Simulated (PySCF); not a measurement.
# Vibration and rotation of BO

ROHF-CCSD(T) constants of BO, ²Σ⁺ (doublet), unpaired electrons σ ↑ (B 6-311G(d,p), O 6-311G(d,p); no relativity (PySCF 2.14); masses 11.0093 and 15.9949 u):

| Quantity | Value |
| --- | --- |
| ωe | 1873.0 cm⁻¹ |
| ωexe | 11.8 cm⁻¹ |
| Be | 1.7595 cm⁻¹ |
| αe | 0.0163 cm⁻¹ |
| De to B + O | 7.90 eV |

Question: What force constant and bond length do these constants imply?

Answer: Reduced mass μred = 6.5209 u; k = 5.8918×10⁻⁷·μred·ωe² (u, cm⁻¹, mdyn/Å) = 13.5 mdyn/Å; Re = √(16.8576/(μred·Be)) (u, cm⁻¹, Å) = 1.212 Å.

Question: Estimate the centrifugal constant D from the Kratzer relation and find the Dunham coefficient a1.

Answer: D = 4Be³/ωe² = 6.21e-06 cm⁻¹; a1 = −1 − αeωe/(6Be²) = -2.64.

Correlated steps freeze 2 core orbitals. The state is the lowest determinant that a PBE0 search found; another state may lie lower at other levels.
